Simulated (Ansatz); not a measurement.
A relaxation, step by step

SiNH6O, doublet, PBE0-D4/def2-TZVP (Ansatz 0.2.0). Settings:

```yaml
hamiltonian: {xc: pbe0, dispersion: d4}
relax: {f_tol: 0.005, max_steps: 200}
```

Start, a step off a saddle point along its unstable mode:

```xyz
9
angstrom
H 0.4247 -0.9425 1.1453
O 1.1972 0.0484 0.0159
Si 0.2566 0.8894 -1.0159
N -0.2732 -1.2158 1.3909
H -0.6610 1.8323 -0.3333
H 1.2859 1.6299 -1.7964
H -0.5397 0.0065 -1.9025
H -0.8094 -1.7307 0.7027
H -0.8811 -0.5175 1.7936
```

```tsv
step	energy less the last (meV)	largest force component (eV/Å)
1	2042.8	20.098
2	44.7	1.076
3	21.0	0.724
4	6.2	0.250
5	3.0	0.039
6	1.8	0.039
7	1.0	0.053
8	0.1	0.005
9	0.1	0.055
10	0.0	0.003
```

Step 2, positions (Å) and forces (eV/Å):

| atom | x | y | z | Fx | Fy | Fz |
| --- | --- | --- | --- | --- | --- | --- |
| H1 | 0.568 | -1.002 | 1.215 | 0.699 | 0.189 | -0.207 |
| O2 | 1.234 | 0.078 | -0.013 | 0.018 | -0.191 | 0.235 |
| Si3 | 0.275 | 0.916 | -1.044 | -0.076 | 0.121 | -0.177 |
| N4 | -0.366 | -1.275 | 1.457 | -1.076 | -0.148 | 0.280 |
| H5 | -0.643 | 1.864 | -0.358 | -0.013 | 0.020 | 0.028 |
| H6 | 1.265 | 1.682 | -1.859 | -0.034 | 0.019 | -0.025 |
| H7 | -0.533 | 0.039 | -1.933 | -0.009 | -0.016 | -0.016 |
| H8 | -0.856 | -1.786 | 0.738 | 0.232 | 0.000 | -0.089 |
| H9 | -0.944 | -0.516 | 1.795 | 0.260 | 0.006 | -0.028 |

Step 3, positions (Å) and forces (eV/Å):

```tsv
atom	x	y	z	Fx	Fy	Fz
H1	0.636	-1.063	1.291	-0.724	-0.066	-0.013
O2	1.218	0.040	0.034	0.007	-0.079	0.093
Si3	0.250	0.875	-0.999	0.082	0.078	-0.086
N4	-0.378	-1.239	1.415	0.043	0.245	-0.211
H5	-0.670	1.821	-0.309	-0.027	-0.010	0.019
H6	1.220	1.651	-1.828	-0.049	-0.001	-0.004
H7	-0.558	-0.006	-1.888	-0.025	-0.016	0.011
H8	-0.817	-1.674	0.606	0.343	0.052	0.192
H9	-0.901	-0.406	1.676	0.349	-0.203	0.000
```

Step 7, positions (Å) and forces (eV/Å):

```csv
atom,x,y,z,Fx,Fy,Fz
H1,0.609,-1.105,1.338,0.053,-0.012,0.018
O2,1.231,0.031,0.048,-0.008,0.004,-0.005
Si3,0.251,0.861,-0.983,0.016,0.010,-0.010
N4,-0.399,-1.216,1.386,-0.039,0.008,-0.009
H5,-0.676,1.792,-0.278,-0.003,-0.014,0.001
H6,1.186,1.651,-1.833,0.000,0.003,-0.004
H7,-0.565,-0.033,-1.854,-0.004,0.000,0.014
H8,-0.774,-1.627,0.545,-0.007,-0.006,-0.008
H9,-0.863,-0.354,1.630,-0.007,0.006,0.004
```

Last step (10):

| atom | x (Å) | y (Å) | z (Å) |
| --- | --- | --- | --- |
| H1 | 0.6048 | -1.1412 | 1.3794 |
| O2 | 1.2396 | 0.0306 | 0.0508 |
| Si3 | 0.2496 | 0.8543 | -0.9751 |
| N4 | -0.4071 | -1.2017 | 1.3683 |
| H5 | -0.6809 | 1.7763 | -0.2628 |
| H6 | 1.1684 | 1.6517 | -1.8365 |
| H7 | -0.5706 | -0.0477 | -1.8335 |
| H8 | -0.7578 | -1.5984 | 0.5100 |
| H9 | -0.8462 | -0.3238 | 1.5996 |

Hardware: 4 CPU threads of an AMD EPYC, shared host. Wall time about 57 s.
